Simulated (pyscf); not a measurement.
One four-centre exchange on the singlet surface with elements of a group swapped. ωB97M-D3(BJ)/def2-TZVP, kcal/mol, from the separated reactants. Structures and frequencies: ωB97X-D3(BJ)/def2-SVP in PySCF.

| step | barrier | reaction energy | imaginary mode (i cm⁻¹) |
|---|---|---|---|
| `[ClH]` + `[NH2][GeH2][Cl]` -> `[Cl][GeH2][Cl]` + `[NH3]` | -3.1 | -13.5 | 617 |
| `[FH]` + `[NH2][SiH2][F]` → `[F][SiH2][F]` + `[NH3]` | (withheld) | (withheld) | 751 |

What belongs in the gaps?


- `[FH]` + `[NH2][SiH2][F]` → `[F][SiH2][F]` + `[NH3]`, barrier: 3.0
- `[FH]` + `[NH2][SiH2][F]` → `[F][SiH2][F]` + `[NH3]`, reaction energy: -19.2

Row 1: On the reactant side the descent ends in a complex, 7.4 kcal/mol under the separated species and 2.9 kcal/mol under the saddle at ωB97X-D3(BJ)/def2-TZVP. On the product side the descent ends in an adduct with a Ge–N contact, 0.9 kcal/mol under the separated species and 11.3 kcal/mol under the saddle at ωB97X-D3(BJ)/def2-TZVP. Row 2: On the reactant side the descent ends in a bound adduct, 8.6 kcal/mol under the separated species and 11.6 kcal/mol under the saddle at ωB97X-D3(BJ)/def2-TZVP. On the product side the descent ends in an adduct with a N–Si contact, 1.3 kcal/mol over the separated species and 20.3 kcal/mol under the saddle at ωB97X-D3(BJ)/def2-TZVP. Each row is the saddle that its search found. Elements up to Kr have no core potential and no relativistic terms here.
